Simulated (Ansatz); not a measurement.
# SiH5O (doublet): wave-function methods side by side at distance O1–H3 along a hydrogen transfer = 1.050 Å, cc-pVDZ

The task here is to estimate one member of a computed series from the others.

Method: cc-pVDZ, core rule «outside noble gas», up to 6 orbitals frozen; program: Ansatz 0.2.0, Gaussian basis.

To be run: UHF; CCSD(T) on ROHF; CCSD(T) on UHF; BCCD(T) on ROHF; CISD; CCSDT(Q) on ROHF; CCSDT(Q) on UHF; CASSCF and MRCISD+Q, 3 electrons in 3 orbitals; CASSCF and NEVPT2, 3 electrons in 3 orbitals.

## What is computed

The geometry derives from fragments relaxed apart (PBE0/def2-TZVP) and kept rigid, so it is no stationary point. A hydrogen atom is moved between rigid fragments.

7 atoms, charge 0, spin multiplicity 2.

Atoms are counted from 1 here; the program's logs count them from 0.

Bond lengths: O1–H2 0.960 Å, O1–H3 1.050 Å, Si4–H5 1.486 Å, Si4–H6 1.486 Å, Si4–H7 1.486 Å. Angles: H2–O1–H3 105.1°, H5–Si4–H6 111.3°, H5–Si4–H7 111.3°, H6–Si4–H7 111.3°.

Set-up of the first run:

in.yaml reads:

```yaml
crystal:
  periodic: [false, false, false]
  atoms:
    - {symbol: O, position_ang: [-1.966112, -0.019012, 0.000000]}
    - {symbol: H, position_ang: [-2.215422, 0.907564, 0.000000]}
    - {symbol: H, position_ang: [-0.916112, -0.019012, 0.000000]}
    - {symbol: Si, position_ang: [1.068888, -0.019012, 0.000000]}
    - {symbol: H, position_ang: [1.518860, -1.435264, 0.000000]}
    - {symbol: H, position_ang: [1.518862, 0.689115, -1.226512]}
    - {symbol: H, position_ang: [1.518862, 0.689115, 1.226511]}
basis:
  gaussian: {orbitals: cc-pVDZ}
magnetization: {spin_polarized: true, initial_magnetization: 1}
hamiltonian: {xc: hf}
output: {orbitals: {seedname: orbitals}}
```

Command:

```console
$ ansatz run in.yaml --threads 1 --pin off --events-out ev --progress --plain --max-ram 4096MiB --backend cpu
```

Steps of the session up to this table: UHF; CCSD(T) on ROHF; CCSD(T) on UHF; BCCD(T) on ROHF; CISD; CCSDT(Q) on ROHF; CCSDT(Q) on UHF; CASSCF and MRCISD+Q, 3 electrons in 3 orbitals; CASSCF and NEVPT2, 3 electrons in 3 orbitals.

One table of the session follows, with a row left open; its other results are not shown here.

```
       method  from UCCSDT(Q) (meV)
         ROHF               +9589.4
          UHF               +9505.4
         RMP2               +1177.5
         UMP2               +1188.3
         CISD               +1070.8
        RCCSD                +217.1
        UCCSD                +215.2
     RCCSD(T)                 +41.4
     UCCSD(T)                 +41.4
      BCCD(T)                 +40.9
       RCCSDT                 +18.0
       UCCSDT                 +17.7
    RCCSDT(Q)                  +0.6
    UCCSDT(Q)                     0
  CASSCF pair               +8949.7
  NEVPT2 pair                     ?
  MRCISD pair                +955.8
MRCISD+Q pair                +137.8
```

Q: Estimate the row for NEVPT2 pair from the others.

**Answer.** from UCCSDT(Q) (meV): +1190.5. In the column «from UCCSDT(Q) (meV)» it lies between UMP2 (+1188.3) and CASSCF pair (+8949.7).

Caveats from the session: Restricted and unrestricted rows rest on different reference determinants; where their highest levels disagree by more than a few hundredths of an eV, they describe different states and don't form one ladder.
